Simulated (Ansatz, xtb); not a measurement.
**C4H5F: which of two isomers lies lower**

We compare I, `C=C/C=C\F`, a singlet, with II, `C=CC(=C)F`, a singlet. Both are isolated molecules in the gas phase, relaxed with r2SCAN-D4/def2-SVP; the shapes shown needn't be the lowest conformers.

I (Å):

```xyz
10

C    -2.8409   -0.2197   -2.5543
C    -1.5735    0.1663   -2.3161
C    -0.4090   -0.4468   -2.9230
C     0.8579   -0.0670   -2.6901
F     1.1554    0.9360   -1.8555
H    -3.0659   -1.0432   -3.2407
H    -3.6870    0.2756   -2.0711
H    -1.3805    0.9942   -1.6236
H    -0.5511   -1.2779   -3.6220
H     1.7482   -0.5178   -3.1390
```

II (Å):

```yaml
atoms:
  - { symbol: C, position_ang: [-1.8655, 1.4301, -3.0444] }
  - { symbol: C, position_ang: [-0.9008, 0.6262, -2.5671] }
  - { symbol: C, position_ang: [-0.9765, -0.8247, -2.5862] }
  - { symbol: C, position_ang: [-0.0486, -1.6782, -2.1266] }
  - { symbol: F, position_ang: [-2.1088, -1.3103, -3.1284] }
  - { symbol: H, position_ang: [-1.7636, 2.5174, -3.0084] }
  - { symbol: H, position_ang: [-2.7772, 1.0140, -3.4814] }
  - { symbol: H, position_ang: [0.0130, 1.0421, -2.1294] }
  - { symbol: H, position_ang: [0.8713, -1.2923, -1.6859] }
  - { symbol: H, position_ang: [-0.2038, -2.7568, -2.1887] }
```

Energies in hartree; the thermal terms are from r2SCAN-D4/def2-SVP harmonic frequencies (ideal gas, rigid rotor, one conformer each, 298.15 K, 1 atm) and include the zero-point energy:

```
                              I           II
E, CCSD(T)/def2-SVP  −254.356565  −254.359653
    E, MP2/def2-SVP  −254.288018  −254.291060
  E, MP2/def2-TZVPP  −254.762602  −254.766092
  zero-point energy     0.077631     0.077161
       H(298 K) − E     0.083821     0.083250
       G(298 K) − E     0.049376     0.049208
```

Problem. Correct the CCSD(T) difference for the basis set by the MP2 change, then work out ΔE, ΔE₀, ΔH and ΔG for I → II in kJ/mol (1 Eh = 2625.50 kJ/mol) and the equilibrium ratio [II]/[I].

Solution. 1. Differences II − I: CCSD(T) −0.003088, MP2 in the small set −0.003042, MP2 in the large set −0.003490 Eh.
2. ΔE = −0.003088 + (−0.003490 − (−0.003042)) = −0.003536 Eh = −9.28 kJ/mol.
3. ΔE₀ = ΔE + ΔZPE = −0.003536 + (−0.000470) Eh = −10.52 kJ/mol.
4. ΔH = ΔE + (−0.000571) Eh = −10.78 kJ/mol.
5. ΔG = ΔE + (−0.000168) Eh = −9.72 kJ/mol, so ΔS = (ΔH − ΔG)/T = −3.5 J/(mol K).
6. kT = 0.9442 mEh, so K = [II]/[I] = exp(−ΔG/kT) = exp(+3.92) ≈ 51.

Structure II is favoured at this temperature. An error of 4 kJ/mol in ΔG would change K by a factor of 5. Mirror images and further conformers aren't counted.

As drawn, both hold the same kinds of bond in the same numbers.

Other levels gave ΔE = −2.3 (GFN2-xTB); −2.2 (HF/STO-3G, GFN2-xTB geometries); −9.8 (r2SCAN-D4/def2-SVP//GFN2-xTB); −9.9 (r2SCAN-D4/def2-SVP); −9.3 (HF/def2-SVP); −8.0 (MP2/def2-SVP); −8.1 (CCSD(T)/def2-SVP) kJ/mol. The correlated steps freeze 5 core orbitals. Programs: Ansatz 0.2.0, xtb 6.7.1.
